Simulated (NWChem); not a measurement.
System: NO anion, triplet

Here is an NWChem input.

```
start job
memory heap 200 mb stack 900 mb global 1100 mb
charge -1
geometry units angstroms noautoz
  N      0.000000     0.000000    -0.679222
  O      0.000000     0.000000     0.592909
end
basis spherical
  N library sto-3g
  O library sto-3g
end
dft
  odft
  mult 3
  xc xtpss03 ctpss03
  iterations 150
  mulliken
end
task dft energy
```

Sets without diffuse functions describe the anion's extra electron poorly. Geometry: optimised at B3LYP/def2-SVPD, spin-unrestricted. No stability test was run on the SCF state. The highest occupied level is positive, so the extra electron may be held by the finite basis.

Task: Predict the main results of this run. (TPSS/STO-3G, spin-unrestricted.) Quantities: basis functions; energy (Ha); highest occupied level (eV); lowest empty minus highest occupied level, either spin (eV); <S²>.

Result: 
| Property | Value |
|---|---|
| number of basis functions | 10 |
| energy (Ha) | -127.99 |
| highest occupied level (eV) | 12.64 |
| lowest empty minus highest occupied level, either spin (eV) | 2.71 |
| <S²> | 2.00 |
